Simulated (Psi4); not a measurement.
# NCO (nco radical), run twice

Aim: a single-point energy of NCO (nco radical) at USOS-MP2/pcseg-0.

Program for the calculation: Psi4 1.11.

9 further runs of the same task are left out: 3 that didn't finish, 6 set aside as unsound or not needed.

**1. The structure to begin with**

NCO: 3 atoms, total charge 0, spin state doublet. As SMILES, `[N]=C=O`. The coordinates come from a PBE0-D4/def2-TZVP relaxation.

Bond lengths: N1–C2 1.222 Å, C2–O3 1.171 Å. Angles: N1–C2–O3 180.0°.

**2. Try one**

File cno.sdf:

```

     RDKit          3D

  3  2  0  0  0  0  0  0  0  0999 V2000
    0.9682    0.4231    0.5792 N   0  0  0  0  0  1  0  0  0  0  0  0
   -0.0138   -0.0060   -0.0083 C   0  0  0  0  0  2  0  0  0  0  0  0
   -0.9544   -0.4171   -0.5710 O   0  0  0  0  0  1  0  0  0  0  0  0
  2  1  1  0
  3  2  1  0
M  RAD  3   1   3   2   3   3   2
M  END
$$$$
```

File job.py:

```python
import psi4
from rdkit import Chem

psi4.set_memory(200000000)
psi4.set_num_threads(1)
psi4.core.set_output_file('run.log', False)

rd = Chem.SDMolSupplier('cno.sdf', removeHs=False, sanitize=False)[0]
xyz = rd.GetConformer().GetPositions()
atoms = '\n'.join(f'{a.GetSymbol()} {x:.4f} {y:.4f} {z:.4f}' for a, (x, y, z) in zip(rd.GetAtoms(), xyz))
geom = psi4.geometry('0 2\n' + atoms + '\nno_reorient\nno_com')

options = {'basis': 'pcseg-0', 'reference': 'uhf', 'scf_type': 'pk', 'mp2_type': 'df'}
psi4.set_options(options)

result = psi4.energy('sos-mp2')
print(f'total energy {result:.8f} hartree = {result * 27.211386:.5f} eV')
for k, v in sorted(psi4.core.scalar_variables().items()):
    print(f'{k:45s} {v:18.10f}')
```

Started as:

```bash
python job.py
```

stdout:

```text
psi4.driver.p4util.exceptions.ValidationError: set_memory(): Requested 1.91e+02 MiB (2e+02 MB); minimum 250 MiB (263 MB). Please, sir, I want some more.
```

It took 1 s on 1 thread of Intel Xeon Platinum 8488C (Sapphire Rapids), shared host; peak memory 0.16 GiB.

**3. Reading the log**

The input was rejected.

The telling line is `psi4.driver.p4util.exceptions.ValidationError: set_memory(): Requested 1.91e+02 MiB`. The fault: too little memory is allowed.

**4. Try two**

File cno.xyz:

```xyz
3
CNO
N      0.968200     0.423100     0.579200
C     -0.013800    -0.006000    -0.008300
O     -0.954400    -0.417100    -0.571000
```

File calc.py:

```python
import psi4

psi4.set_memory('1600 MB')
psi4.set_num_threads(1)
psi4.set_output_file('psi4.out', False)

with open('cno.xyz') as f:
    atoms = ''.join(f.readlines()[2:])
geom = psi4.geometry('0 2\n' + atoms + 'no_reorient\nno_com')

psi4.set_options({
    'reference': 'uhf',
    'scf_type': 'pk',
    'mp2_type': 'df',
    'e_convergence': 1e-07,
})

E = psi4.energy('sos-mp2/pcseg-0', molecule=geom)
print(f'total energy {E:.8f} hartree = {E * 27.211386:.5f} eV')
```

Started as:

```bash
python calc.py
```

psi4.out:

```text
[...]
  Running in c1 symmetry.
[...]
  Nuclear repulsion =   52.268880456139925
[...]
  Multiplicity = 2
[...]
  Nalpha       = 11
  Nbeta        = 10
[...]
    Number of basis functions: 27
[...]
   @UHF iter   1:  -166.53813081543450   -7.69983e-01   1.32534e-02 DIIS/ADIIS
[...]
   @UHF iter  18:  -166.61119985475906   -1.70530e-13   4.02332e-09 DIIS
[...]
   @S^2 Observed:                8.778552132E-01
[...]
    Orbital Energies [Eh]
    ---------------------
    Alpha Occupied:
       1A    -20.730281     2A    -15.667519     3A    -11.425144
       4A     -1.579014     5A     -1.316401     6A     -0.808044
       7A     -0.753779     8A     -0.719543     9A     -0.640856
      10A     -0.551848    11A     -0.503137
    Alpha Virtual:
      12A      0.181488    13A      0.197988    14A      0.239317
      15A      0.733407    16A      0.808626    17A      0.929531
      18A      0.929701    19A      0.969419    20A      1.157559
      21A      1.394096    22A      1.432107    23A      1.469471
      24A      1.744777    25A      1.753120    26A      1.791144
[...]
  @UHF Final Energy:  -166.61119985475906
   => Energetics <=
    Nuclear Repulsion Energy =             52.2688804561399252
    One-Electron Energy =                -329.3685386220170130
    Two-Electron Energy =                 110.4884583111180234
    Total Energy =                       -166.6111998547590645
  UHF NO Occupations:
  HONO-2 :    9  A 1.9902583
  HONO-1 :   10  A 1.9461818
[...]
 Multipole Moments:
 ------------------------------------------------------------------------------------
     Multipole            Electronic (a.u.)      Nuclear  (a.u.)        Total (a.u.)
 ------------------------------------------------------------------------------------
 L = 1.  Multiply by 2.5417464519 to convert [e a0] to [Debye]
 Dipole X            :          1.4859056           -1.7774764           -0.2915708
 Dipole Y            :          0.6495066           -0.7768664           -0.1273598
 Dipole Z            :          0.8902176           -1.0646717           -0.1744541
 Magnitude           :                                                    0.3628612
[...]
	SCS-MP2 Total Energy (a.u.)        :  -166.89615611164706
	SOS-MP2 Total Energy (a.u.)        :  -166.89008063138604
	SCSN-MP2 Total Energy (a.u.)       :  -166.75654689058271
[...]
	SOS-PI-MP2 Total Energy (a.u.)     :  -166.91153299881887
[...]
	MP2 Total Energy (a.u.)            :  -166.90830707216912
[...]
```

On the terminal:

```text
total energy -166.89008063 hartree = -4541.31040 eV
```

Wall time 1.7 s (1 thread of Intel Xeon Platinum 8488C (Sapphire Rapids), shared host); peak memory 0.18 GiB.

**5. Outcome**

At USOS-MP2/pcseg-0:

| quantity | value |
| --- | --- |
| total energy | -166.89008 Eh |
| HOMO energy (Hartree–Fock orbitals) (highest over α and β) | -12.26 eV |
| LUMO energy (Hartree–Fock orbitals) (lowest over α and β) | -0.52 eV |
| correlation energy | -278.9 mEh |
| ⟨S²⟩ of the reference determinant | 0.878 |

⟨S²⟩ is 0.88 where a pure doublet has 0.75: the reference is spin-contaminated.
